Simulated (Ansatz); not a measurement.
# AlH: vertical and adiabatic energies of changing the electron count in Python

The task is vertical and adiabatic energies of changing the electron count, for AlH.

All numbers are computed with Ansatz 0.2.0 through its Python package. Level of theory: PBE0+D3(BJ)/def2-TZVP.

## (1) Starting point

Bond lengths: Al1–H2 1.515 Å.

The script holds or builds the structure itself.

## (2) Script

The input, adiabatic.py:

```python
'''Vertical and adiabatic ionisation of AlH.'''

from dataclasses import dataclass

import ansatz as az
import numpy as np


@dataclass(frozen=True)
class Settings:
    basis_set: str = 'def2-TZVP'
    functional: str = 'pbe0'
    vdw: str = 'd3bj'
    charge: int = 1


cfg = Settings()

geometry_ang = [
    ('Al', (0.0, 0.0, 0.0)),
    ('H', (0.0, 0.0, 1.515)),
]
system = az.Crystal.molecule()
for symbol, xyz in geometry_ang:
    system = system.atom(symbol, xyz)

calc = system.calculation()
calc = calc.basis(gaussian=cfg.basis_set)
calc = calc.functional(cfg.functional, dispersion=cfg.vdw)
calc = calc.accuracy('medium')
symbols = [site.symbol for site in system.cartesian_sites]
start = np.array([site.position_ang for site in system.cartesian_sites], dtype=float)
rep = calc.relax(force_tolerance=0.01, max_steps=100).run().report
end = np.array(rep['positions_ang'])

minimum = az.Crystal.molecule()
for symbol, place in zip(symbols, end):
    minimum = minimum.atom(symbol, place.tolist())
ion = minimum.calculation()
ion = ion.basis(gaussian=cfg.basis_set)
ion = ion.functional(cfg.functional, dispersion=cfg.vdw)
ion = ion.accuracy('medium')
ion = ion.charge(cfg.charge).spin('collinear', total=1)
vertical = ion.run().report
settled = ion.relax(force_tolerance=0.01, max_steps=80).run().report
print(f'vertical ionisation energy   {vertical["free_energy_ev"] - rep["free_energy_ev"]:.3f} eV')
print(f'adiabatic, no zero point     {settled["free_energy_ev"] - rep["free_energy_ev"]:.3f} eV')
print(f'relaxation energy of the ion {vertical["free_energy_ev"] - settled["free_energy_ev"]:.3f} eV')
ionised = np.array(settled['positions_ang'])
print('final positions (A) and the move of each atom')
for symbol, xyz, old in zip(symbols, ionised, end):
    print(f'{symbol:2s} {xyz[0]:10.5f} {xyz[1]:10.5f} {xyz[2]:10.5f}   {np.linalg.norm(xyz - old):7.4f}')
```

## (3) The calls as engine input

The engine receives this input (first run):

```yaml
crystal:
  periodic: [false, false, false]
  atoms:
    - { symbol: Al, position_ang: [0.0, 0.0, 0.0] }
    - { symbol: H, position_ang: [0.0, 0.0, 1.515] }
accuracy: medium
basis:
  gaussian:
    orbitals: def2-TZVP
hamiltonian:
  xc: pbe0
  dispersion: d3bj
relax:
  f_tol: 0.01
  max_steps: 100
```

## (4) Running it

Started as:

```bash
$ python adiabatic.py
```

Without the output at hand: what should come out? Wanted: vertical ionisation energy; adiabatic ionisation energy, no zero point.

The runs gave:

| quantity | value |
| --- | --- |
| vertical ionisation energy | 8.132 eV |
| adiabatic ionisation energy, no zero point | 8.122 eV |
| runs compared | 3 |

In words: The ionisation energy is a difference of two total energies at the neutral geometry; letting the ion relax lowers it by 0.01 eV. Run 1: The relaxation took 3 moves; the largest shift is 0.075 Å. Run 3: After 2 moves the largest shift is 0.023 Å. The energies are electronic: no zero-point or thermal terms, and the basis set is short of its limit. The product may relax into another structure. The spin state was assumed, and another may lie lower.
